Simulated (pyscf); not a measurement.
This saddle point was located with ωB97X-D3(BJ)/def2-SVP in PySCF.

```xyz
7

B      0.2598    -0.7588    -0.3143
H      0.2215    -0.4661    -1.5274
C      0.1255     0.6896     0.7282
H      0.1288     0.5580    -0.6005
H      1.0333     0.5618     1.3333
H      0.0189     1.7731     0.4993
H     -0.7336     0.3901     1.3438
```
Charge 0, spin multiplicity 1.

Surface: singlet, charge 0. Lowest wavenumbers (cm⁻¹): 828i, 154, 622, 746, 818.

Question: What reaction is this the transition state of?

Answer: BH (SMILES [BH]) [singlet] + CH₄ (SMILES C) ⇌ H₂B–CH₃ (SMILES BC), an insertion read from left to right: C–H broken and B–C, B–H formed. At CCSD(T)/def2-TZVPP + ΔMP2(QZVPP) it lies +95.9 kJ/mol from the left side and +435.7 kJ/mol from the right (each side as separated species at their lowest minima found). One saddle was located; it need not be the lowest between these sides. The CCSD(T) − MP2 part came from Ansatz, without density fitting, on the same reference.
